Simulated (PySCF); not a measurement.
Species: (2S)-2-methoxypropanenitrile, C4H7NO.
Atom-mapped SMILES: `[CH3:1][O:2][C@@H:3]([CH3:4])[C:5]#[N:6]` (hydrogens: H7, H8, H9 on C1; H10 on C3; H11, H12, H13 on C4)

Computed with core-valence-separated Tamm–Dancoff BHandHLYP/aug-pcX-1 (pcseg-1 on H) in PySCF, non-relativistic, gas phase, PBE0-D3(BJ)/def2-SVP geometry. BHandHLYP without relativity tends to put these K edges a few eV too low, so spacings mean more than positions.

(1) Give energies, oscillator strengths and core holes at the C K edge.

(2) List the oxygen K-edge absorption lines.

(3) List the nitrogen K-edge absorption lines.

Results:

(1) 
```json
{"E (eV)": "283.76", "f": "0.0603", "core hole on": "C5", "main final orbital": "spread", "polarisation": "across the triple bond"}
{"E (eV)": "283.95", "f": "0.0651", "core hole on": "C5", "main final orbital": "LUMO+6 (33 %)", "polarisation": "across the triple bond"}
{"E (eV)": "285.74", "f": "0.0082", "core hole on": "C4", "main final orbital": "LUMO (72 %)", "polarisation": "–"}
{"E (eV)": "286.46", "f": "0.0307", "core hole on": "C4", "main final orbital": "spread", "polarisation": "–"}
{"E (eV)": "286.59", "f": "0.0259", "core hole on": "C4", "main final orbital": "LUMO+2 (31 %)", "polarisation": "–"}
{"E (eV)": "286.63", "f": "0.0324", "core hole on": "C1", "main final orbital": "spread", "polarisation": "–"}
{"E (eV)": "286.66", "f": "0.0131", "core hole on": "C4", "main final orbital": "spread", "polarisation": "–"}
{"E (eV)": "286.95", "f": "0.0019", "core hole on": "C5", "main final orbital": "LUMO (43 %)", "polarisation": "mixed"}
{"E (eV)": "287.19", "f": "0.0126", "core hole on": "C4", "main final orbital": "spread", "polarisation": "–"}
{"E (eV)": "287.26", "f": "0.0054", "core hole on": "C1", "main final orbital": "LUMO+1 (41 %)", "polarisation": "–"}
{"E (eV)": "287.34", "f": "0.0093", "core hole on": "C4", "main final orbital": "spread", "polarisation": "–"}
{"E (eV)": "287.52", "f": "0.0340", "core hole on": "C3", "main final orbital": "spread", "polarisation": "–"}
{"E (eV)": "287.55", "f": "0.0333", "core hole on": "C1", "main final orbital": "LUMO+2 (30 %)", "polarisation": "–"}
{"E (eV)": "287.90", "f": "0.0006", "core hole on": "C4", "main final orbital": "LUMO+1 (37 %)", "polarisation": "–"}
{"E (eV)": "287.94", "f": "0.0379", "core hole on": "C1", "main final orbital": "spread", "polarisation": "–"}
{"E (eV)": "288.06", "f": "0.0013", "core hole on": "C5", "main final orbital": "LUMO+1 (76 %)", "polarisation": "across the triple bond"}
{"E (eV)": "288.10", "f": "0.0040", "core hole on": "C4", "main final orbital": "spread", "polarisation": "–"}
{"E (eV)": "288.13", "f": "0.0146", "core hole on": "C3", "main final orbital": "LUMO (43 %)", "polarisation": "–"}
{"E (eV)": "288.20", "f": "0.0010", "core hole on": "C5", "main final orbital": "LUMO+4 (30 %)", "polarisation": "–"}
```

The first line with a tenth or more of the strongest one's intensity is at 283.76 eV (f = 0.060), with the hole on C5 (nitrile carbon), polarised across the triple bond: a 1s→π* resonance. The strongest listed is at 283.95 eV (f = 0.065; C5).

(2) 
```csv
E (eV),f,core hole on,main final orbital
533.29,0.0242,O2,spread
534.22,0.0039,O2,LUMO (80 %)
534.50,0.0285,O2,LUMO+1 (38 %)
535.13,0.0019,O2,LUMO+2 (34 %)
535.30,0.0050,O2,LUMO+2 (34 %)
535.57,0.0015,O2,LUMO+4 (44 %)
535.87,0.0016,O2,spread
```

The first line with a tenth or more of the strongest one's intensity is at 533.29 eV (f = 0.024), with the hole on O2 (ether oxygen). The strongest listed is at 534.50 eV (f = 0.028; O2).

(3) 
```
E (eV)       f  core hole on  main final orbital            polarisation
397.11  0.0640            N6              spread  across the triple bond
397.47  0.0627            N6       LUMO+6 (32 %)  across the triple bond
401.07  0.0005            N6         LUMO (39 %)                       –
402.04  0.0003            N6       LUMO+1 (77 %)                       –
402.12  0.0014            N6       LUMO+2 (35 %)                   mixed
402.44  0.0003            N6       LUMO+2 (34 %)                       –
402.81  0.0035            N6       LUMO+5 (32 %)   along the triple bond
```

The first line with a tenth or more of the strongest one's intensity is at 397.11 eV (f = 0.064), with the hole on N6 (nitrile nitrogen), polarised across the triple bond: a 1s→π* resonance. It is also the strongest listed.

Roots within 0.03 eV whose holes lie on the same, on equivalent or on shared atoms are summed into one line, and the highest roots are left out, as the search may have cut off their partners. Final orbitals are the ground state's empty Kohn–Sham orbitals. A dash: too weak, shared between unlike atoms, or no plane or axis to refer to.

Question: What length of transition dipole belongs to the line at 286.63 eV?

Answer: From f = (2/3) ΔE |μ|² in atomic units, with ΔE = 10.533 Eh and f = 0.0324: |μ| = 0.068 au = 0.17 D.

The list ends where the root search ended, not at a threshold.

Shape of the structure used: `[CH3:1][O:2][C@@H:3]([CH3:4])[C:5]#[N:6]`: C1–O2–C3–C4 172°.

One conformer stands for the species.
